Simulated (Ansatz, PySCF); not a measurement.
System: propyl chloride, C₃H₇Cl, charge 0, multiplicity 1. 
Structure (B3LYP-D3(BJ)/def2-TZVP (Ansatz, a first-principles code) minimum search):
```
C
H 1 1.0920
H 1 1.0920 2 106.81
C 1 1.5158 2 109.09 3 117.79
H 4 1.0883 1 111.73 2 -177.01
H 4 1.0883 5 108.92 1 123.92
C 1 1.5283 2 110.25 3 -119.79
H 7 1.0907 1 110.74 2 58.84
H 7 1.0923 8 107.73 1 -121.98
H 7 1.0923 8 107.73 9 -116.03
Cl 4 1.8082 5 106.18 6 113.97
```
Charge 0, spin multiplicity 1.

Dipole moments at this geometry, in debye (magnitudes).

```
level                    program  dipole (D)
-----------------------  -------  ----------
PBE/def2-TZVPD            Ansatz        2.23
BLYP/def2-TZVPD           Ansatz        2.23
revPBE/def2-TZVPD         Ansatz        2.23
r2SCAN/def2-TZVPD         Ansatz        2.31
B3LYP/def2-TZVPD           PySCF        2.27
PBE0/def2-TZVPD           Ansatz        2.29
TPSSh/def2-TZVPD           PySCF        2.30
r2SCANh/def2-TZVPD        Ansatz        2.32
M06-2X/def2-TZVPD          PySCF        2.30
HSE06/def2-TZVPD          Ansatz        2.29
CAM-B3LYP/def2-TZVPD      Ansatz           ?
wB97M-V/def2-TZVPD        Ansatz        2.26
CCSD(T)/aug-cc-pV(D+d)Z   Ansatz           ?
```

### Question
What belongs in the gaps?

### Answer

- CAM-B3LYP/def2-TZVPD, dipole (D): 2.30
- CCSD(T)/aug-cc-pV(D+d)Z, dipole (D): 2.21

Measured: 2.05 D (NIST CCCBDB, as tabulated in the package chemicals), a vibrational average, which may belong to another conformer or a mix. This is an older compilation, not checked against later work.
